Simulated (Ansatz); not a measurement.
This Ansatz (a quantum-chemistry and plane-wave program) input (MP2/pcseg-3) gives -329.98988 Eh with 289 basis functions. A basis named .json is the Basis Set Exchange file of that set (core-valence sets with the plain set on hydrogen).

Ansatz 0.2 input:
```yaml
crystal:
  periodic: [false, false, false]
  atoms:
    - {symbol: C, position_ang: [-0.00973717, 0.14109779, -1.26067338]}
    - {symbol: Si, position_ang: [0.00458397, -0.06712142, 0.56953855]}
    - {symbol: H, position_ang: [-0.92502358, 0.27576638, -1.82585964]}
    - {symbol: H, position_ang: [0.89715728, 0.17658197, -1.85330504]}
    - {symbol: H, position_ang: [-0.01250272, 1.24978383, 1.26161923]}
    - {symbol: H, position_ang: [-1.19315147, -0.82096845, 1.01280927]}
    - {symbol: H, position_ang: [1.22776798, -0.78805063, 0.99523664]}
basis:
  gaussian:
    orbitals: pcseg-3.json
magnetization: {spin_polarized: true, initial_magnetization: 1}
correlation: {method: mp2, electrons: outside_noble_gas}
```

Change:
```diff
- orbitals: pcseg-3.json
+ orbitals: def2-QZVPPD.json
```

**Question.** What does the run give now?

**Answer.** -329.99933 Eh (MP2/def2-QZVPPD, 304 functions), a change of -9.45 mEh.
